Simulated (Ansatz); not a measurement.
Program: Ansatz. Geometries: PBE0-D4/def2-TZVP. ΔE: electronic, gas phase. CBS: MP2 limit from def2 TZ/QZ plus the TZ coupled-cluster correction, frozen cores. This one scheme is used for every species, atoms too. Functionals use def2-TZVPP. Open shells (•) are unrestricted, without spin–orbit coupling. Spin–orbit coupling would lower the free atoms: a little for C.

`C1=NCC1` → 3 C• + 5 H• + N•  (atomization)

What is ΔE at CCSD(T)/CBS? (Best estimate.)

Computed: +37.95 eV.

What do these levels give: r2SCAN0-D4, CAM-B3LYP-D4, ωB97X-V, PBE-QIDH, MP2/def2-TZVPP, SCS-MP2/def2-TZVPP? (Estimate.)

Ansatz gave: r2SCAN0-D4 37.40, CAM-B3LYP-D4 38.23, ωB97X-V 38.18, PBE-QIDH 37.96, MP2/def2-TZVPP 37.66, SCS-MP2/def2-TZVPP 37.53 eV.

Largest T1 diagnostic among the species: 0.011.

From BLYP to BHLYP (50 % exact exchange), in def2-TZVPP and without D4, ΔE moves by −1.28 eV: exact exchange takes away binding that semilocal exchange gives to molecules. Leaving LDA and LC-ωPBE aside and taking each functional with its dispersion term where it has one, the values, not all of them listed here, spread over 2.64 eV, from BHLYP-D4 to PBE-D4. LDA lies +4.83 eV from PBE without D4, its usual overbinding. In def2-TZVPP, CCSD(T) changes the Hartree–Fock value by +10.14 eV (the triples alone add +0.68 eV) and MP2 by +10.83 eV; breaking electron pairs costs correlation energy, which Hartree–Fock lacks.

For atomizations the MP2-based limit and the directly extrapolated one differ by several kJ/mol either way, and by 10 to 25 for some Ge, Se and Sn compounds, so smaller differences from it don't rank the levels.
